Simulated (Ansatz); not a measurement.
fcc Ni was calculated with LDA (Ansatz, a quantum-chemistry and plane-wave program, PAW).

A relaxed, unreconstructed slab of the (100) face has 8 atoms, two equal faces of 5.865 Å² each and an energy of -46184.9207 eV. A bulk cell of 2 atoms with the same orientation and in-plane k mesh has -11546.7594 eV. Energies are extrapolated to zero smearing.

Numerical settings: plane-wave cutoff 500 eV, 22×22×1 k mesh (along the axes of the cell as run), Fermi–Dirac smearing 0.1 eV, spin-polarised with parallel moments, scalar-relativistic PAW data made under PBE.

Worked out: γ = (E_slab − N E_bulk per atom)/2A = [-46184.9207 − 8 × (-11546.7594/2)]/(2 × 5.865) = 0.1805 eV/Å². With 16.022 J/m² per eV/Å² this is 2.89 J/m², or 1.06 eV per surface cell and face.

Note: a magnet's gap depends somewhat on the PAW data.
